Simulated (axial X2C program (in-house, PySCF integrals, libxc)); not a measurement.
## Spin–orbit effects along a row: molecules with H, MP2

All values come from calculations with an in-house all-electron X2C program for linear molecules (integrals from PySCF), spin-free (one-electron X2C) or two-component (2c: spin–orbit coupling with atomic mean-field Coulomb and Gaunt terms, which also bring small scalar terms), in Dyall basis sets with cores contracted in-house; open shells are unrestricted.

Basis sets: B dyall-v3z, F dyall-av3z, H dyall-v3z, Li dyall-cv3z, N dyall-av3z, O dyall-av3z. Frozen shells (counts by l): LiH Li 1s, H none, 2 electrons correlated; BH B 1s, H none, 4 electrons correlated; NH N 1s, H none, 6 electrons correlated; OH O 1s, H none, 7 electrons correlated; HF F 1s, H none, 8 electrons correlated. Where the outer core of a metal is frozen, bonds come out longer and ionisation energies lower. Frozen cores can differ along the series, which adds to the trend.

```tsv
molecule	spin-free state	Re (Å)	ωe (cm⁻¹)	De (eV)	2c state	Re 2c (Å)	ωe 2c (cm⁻¹)	De 2c (eV)
LiH	M_S = 0, Λ = 0	1.600	1425.6	2.23	Ω = 0	1.600	1425.6	2.23
BH	?	?	?	?	?	?	?	?
NH	M_S = 1, Λ = 0	1.032	3392.7	3.34	Ω = 1	1.032	3392.5	3.34
OH	M_S = 1/2, Λ = 1	0.970	3792.4	4.52	Ω = 3/2	0.970	3792.3	4.52
HF	M_S = 0, Λ = 0	0.922	4110.7	6.19	Ω = 0	0.922	4110.8	6.19
```

Problem. Estimate the 2c Re and ωe of BH as the mean of its neighbours in the table.

Solution. Re ≈ 1.316 Å, ωe ≈ 2409.1 cm⁻¹. The MP2 runs give the row below, so the estimate misses by 0.088 Å and -18.8 cm⁻¹.

```json
{"molecule": "BH", "spin-free state": "M_S = 0, Λ = 0", "Re (Å)": "1.228", "ωe (cm⁻¹)": "2428.0", "De (eV)": "3.48", "2c state": "Ω = 0", "Re 2c (Å)": "1.228", "ωe 2c (cm⁻¹)": "2427.9", "De 2c (eV)": "3.48"}
```

Each entry is the lowest single determinant of a limited PBE0 search at one distance. De goes to single-determinant-based atoms at the same level (for ions the charge split of lowest energy) and is withheld (n/a) where an atom does not fit its ground term or J level. Main or longest-lived isotopes. One determinant is a doubtful description, or other states lie close, for NH; these need not be ground states, and all values refer to the states named. Some open-shell Ω = 0 determinants are out of reach, so the Ω given for NH need not be the lowest component. With several unpaired electrons the Ω given is that of one determinant, not necessarily of the lowest component.
